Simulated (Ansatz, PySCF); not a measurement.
Species: CH2NO (charge 0, doublet). It need not be the lowest isomer of its formula. 
Geometry from a B3LYP-D3(BJ)/def2-TZVP (Ansatz, a first-principles code) optimisation:
```
N
H 1 1.0031
H 1 1.0139 2 118.79
C 1 1.3371 2 120.08 3 180.00
O 4 1.1917 1 130.06 2 -180.00
```
Charge 0, spin multiplicity 2.

Total electronic energies in hartree. Cores are frozen in the correlated levels unless marked. UHF or UKS for open shells. No spin-orbit coupling. No relativistic terms. CBS marks a two-point X^-3 extrapolation of the correlation energy; Hartree-Fock from the larger set. [CCSD(T)-MP2]/basis is that difference in the basis named.

| level | program | energy (Eh) |
|---|---|---|
| HF/6-31G | Ansatz | -168.22844 |
| RI-HF/cc-pVTZ | Ansatz | -168.37558 |
| RI-HF/cc-pVQZ | Ansatz | -168.38869 |
| BLYP-D4/def2-TZVPD | Ansatz + dftd4 | -169.28712 |
| revPBE/def2-TZVPD | Ansatz | -169.27087 |
| BP86-D4/def2-TZVPD | PySCF + dftd4 | -169.32119 |
| TPSS-D4/def2-TZVPD | PySCF + dftd4 | -169.33908 |
| r2SCAN-D4/def2-TZVPD | Ansatz + dftd4 | -169.22625 |
| B3LYP-D4/def2-TZVPD | Ansatz + dftd4 | -169.31916 |
| B3LYP/def2-TZVPD | Ansatz | -169.31631 |
| BHLYP/def2-TZVPD | Ansatz | -169.21809 |
| TPSSh-D3(BJ)/def2-TZVPD | PySCF + dftd3 | -169.31704 |
| CAM-B3LYP/def2-TZVPD | Ansatz | -169.24609 |
| wB97X-V/def2-TZVPD | Ansatz | -169.25384 |
| PBE-QIDH/def2-TZVPD | Ansatz | -169.09209 |
| MP2/6-31G | Ansatz | -168.53592 |
| MP2/cc-pVDZ | Ansatz | -168.78234 |
| MP2/cc-pVTZ | Ansatz | -168.94910 |
| SCS-MP2/cc-pVQZ | Ansatz | -168.99354 |
| CCSD/6-31G* | Ansatz | -168.76545 |
| CCSD/cc-pwCVTZ | Ansatz | -168.96822 |
| RI-MP2/CBS(cc-pVTZ,cc-pVQZ)+[CCSD(T)-MP2]/cc-pVDZ | Ansatz | -169.0665 |
| CCSD(T)/CBS(cc-pVTZ,cc-pVQZ) | Ansatz | -169.0649 |

Totals of different functionals don't rank their quality; only differences between species are comparable.
